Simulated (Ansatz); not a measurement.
C4H6ClF can be A, `C=CC(C)(F)Cl`, or B, `C=C(C)C(F)Cl`.

Calculated with Ansatz (gas phase, PBE0-D4/def2-TZVP geometries, no zero-point term in ΔE). CBS: MP2 limit from def2 TZ/QZ plus the TZ coupled-cluster correction, frozen cores. Functionals use def2-TZVPP. B3LYP here is the variant with VWN-RPA as its local correlation; programs differ in this. One conformer a species, not always the lowest.

Problem. Which is lower in electronic energy at CCSD(T)/CBS, and by how much? (Best estimate.)

Solution. Ansatz gave: A, by 2.0 kcal/mol.

Problem. Give E(B) − E(A) in kcal/mol with B2PLYP, HF/def2-TZVPP, MP2/def2-TZVPP, B3LYP, PBE-D4, ωB97M-V, PBE0-D4. (Best estimate.)

Solution. Computed: B2PLYP 1.5, HF/def2-TZVPP 1.9, MP2/def2-TZVPP 1.7, B3LYP 1.2, PBE-D4 0.9, ωB97M-V 1.8, PBE0-D4 1.0. None reverses the order clearly.

Largest T1 diagnostic: 0.011.
